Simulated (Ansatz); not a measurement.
Born–Oppenheimer molecular dynamics of H₂NNaSi (5 atoms, charge 0, multiplicity 1). It starts at the highest image of a converged band. Of that band: Neighbouring images differ by up to 1.5 eV, so the band resolves the path poorly. A vibrational analysis at the climbing image gives 2 clearly imaginary modes (1351i, 134i cm⁻¹): a point of higher order, so a lower path passes nearby.

Method: Ansatz 0.2.0, RKS PBE-D4/def2-SVP.

```yaml
ensemble: NVE (velocity Verlet)
time_step: 0.5 fs
steps_asked: 200
starting_velocities_drawn_for: 100 K
seed: 4727
```

Frames 2.5 fs apart, positions in Å, forces in eV/Å.

Velocities at 20.0 fs (Å/ps):

```
Na 0.60 -0.55 0.28
N -1.93 -7.27 -3.65
Si -5.79 6.91 2.00
H 40.95 14.09 3.94
H 133.55 -93.06 -15.48
```

```xyz
5
Properties=species:S:1:pos:R:3:forces:R:3 time_fs=20.0 energy_less_start_eV=-1.635 T=4309
Na -2.580 0.769 0.045 -0.06 -0.03 -0.01
N -0.525 0.401 0.049 -0.83 -0.23 -0.08
Si 0.878 -0.359 -0.029 2.02 1.49 0.38
H 1.457 -1.698 -0.516 -0.27 0.08 0.09
H 2.145 0.651 0.365 -0.86 -1.31 -0.38
5
Properties=species:S:1:pos:R:3:forces:R:3 time_fs=22.5 energy_less_start_eV=-1.405 T=3720
Na -2.578 0.768 0.045 -0.06 0.00 0.00
N -0.532 0.383 0.039 -1.28 0.34 0.03
Si 0.866 -0.341 -0.023 4.16 0.10 0.11
H 1.545 -1.660 -0.503 -0.91 0.00 0.02
H 2.441 0.386 0.317 -1.90 -0.45 -0.17
5
Properties=species:S:1:pos:R:3:forces:R:3 time_fs=25.0 energy_less_start_eV=-0.938 T=2520
Na -2.577 0.766 0.046 -0.12 0.03 0.01
N -0.544 0.366 0.030 -1.36 0.65 0.11
Si 0.864 -0.322 -0.018 5.02 -1.01 -0.12
H 1.579 -1.623 -0.490 -1.40 -0.30 -0.15
H 2.627 0.095 0.258 -2.13 0.62 0.16
5
Properties=species:S:1:pos:R:3:forces:R:3 time_fs=27.5 energy_less_start_eV=-0.620 T=1701
Na -2.576 0.765 0.047 -0.23 0.07 0.01
N -0.562 0.351 0.022 -0.73 0.61 0.16
Si 0.871 -0.306 -0.012 4.42 -1.43 -0.24
H 1.530 -1.605 -0.486 -1.58 -0.69 -0.37
H 2.688 -0.160 0.210 -1.88 1.44 0.45
5
Properties=species:S:1:pos:R:3:forces:R:3 time_fs=30.0 energy_less_start_eV=-0.683 T=1863
Na -2.576 0.764 0.048 -0.37 0.12 0.02
N -0.583 0.340 0.014 0.45 0.38 0.22
Si 0.888 -0.292 -0.007 2.80 -1.49 -0.34
H 1.389 -1.626 -0.504 -1.40 -0.84 -0.49
H 2.637 -0.331 0.187 -1.49 1.83 0.59
5
Properties=species:S:1:pos:R:3:forces:R:3 time_fs=32.5 energy_less_start_eV=-1.036 T=2767
Na -2.577 0.763 0.048 -0.50 0.16 0.03
N -0.602 0.330 0.007 1.70 0.23 0.32
Si 0.911 -0.282 -0.003 0.28 -1.90 -0.73
H 1.166 -1.694 -0.550 -0.86 -0.24 -0.24
H 2.500 -0.394 0.200 -0.62 1.75 0.62
5
Properties=species:S:1:pos:R:3:forces:R:3 time_fs=35.0 energy_less_start_eV=-1.053 T=2810
Na -2.579 0.763 0.049 -0.56 0.20 0.03
N -0.614 0.321 0.001 2.59 0.24 0.44
Si 0.934 -0.276 -0.001 -4.07 -2.44 -1.60
H 0.893 -1.774 -0.609 0.11 0.78 0.26
H 2.334 -0.355 0.250 1.93 1.23 0.87
5
Properties=species:S:1:pos:R:3:forces:R:3 time_fs=37.5 energy_less_start_eV=-0.806 T=2180
Na -2.582 0.763 0.050 -0.53 0.21 0.04
N -0.614 0.313 -0.003 2.79 0.36 0.52
Si 0.949 -0.274 -0.002 -6.39 -2.59 -2.15
H 0.628 -1.810 -0.653 1.19 1.24 0.58
H 2.277 -0.241 0.353 2.94 0.78 1.02
5
Properties=species:S:1:pos:R:3:forces:R:3 time_fs=40.0 energy_less_start_eV=-0.845 T=2273
Na -2.587 0.763 0.051 -0.38 0.19 0.03
N -0.604 0.307 -0.004 2.20 0.56 0.50
Si 0.951 -0.279 -0.007 -3.65 -1.93 -1.16
H 0.432 -1.776 -0.663 1.87 1.07 0.64
H 2.373 -0.082 0.509 -0.04 0.11 -0.02
5
Properties=species:S:1:pos:R:3:forces:R:3 time_fs=42.5 energy_less_start_eV=-0.634 T=1733
Na -2.592 0.764 0.052 -0.16 0.14 0.03
N -0.583 0.303 -0.004 1.00 0.82 0.43
Si 0.945 -0.287 -0.015 -1.38 -0.94 -0.16
H 0.345 -1.679 -0.637 1.96 0.49 0.46
H 2.477 0.084 0.667 -1.41 -0.51 -0.75
5
Properties=species:S:1:pos:R:3:forces:R:3 time_fs=45.0 energy_less_start_eV=-0.445 T=1247
Na -2.599 0.766 0.054 0.07 0.09 0.02
N -0.559 0.302 -0.001 -0.46 1.18 0.35
Si 0.936 -0.297 -0.024 0.55 0.62 0.84
H 0.372 -1.557 -0.585 1.38 -1.09 -0.22
H 2.503 0.221 0.782 -1.54 -0.81 -0.99
5
Properties=species:S:1:pos:R:3:forces:R:3 time_fs=47.5 energy_less_start_eV=-0.341 T=982
Na -2.605 0.768 0.055 0.29 0.03 0.01
N -0.536 0.307 0.003 -1.64 1.52 0.28
Si 0.928 -0.306 -0.030 2.05 2.63 1.94
H 0.481 -1.505 -0.548 0.75 -3.14 -1.09
H 2.437 0.310 0.838 -1.44 -1.03 -1.14
```

Of the whole run (100 fs, mean temperature of the second half 2494 K): The conserved energy stayed within 0.94 meV per atom of its start (net change 0.097 meV per atom), so the integration is sound. The system heated up, since it started high on the potential surface and ran downhill. A run of 0.1 ps of so small a system gives no equilibrium averages. The orbitals stay closed-shell, which can raise the energy where a bond breaks towards radicals; this wasn't checked here.

Time of the run: 9.9 min on 1 CPU thread of a shared host.
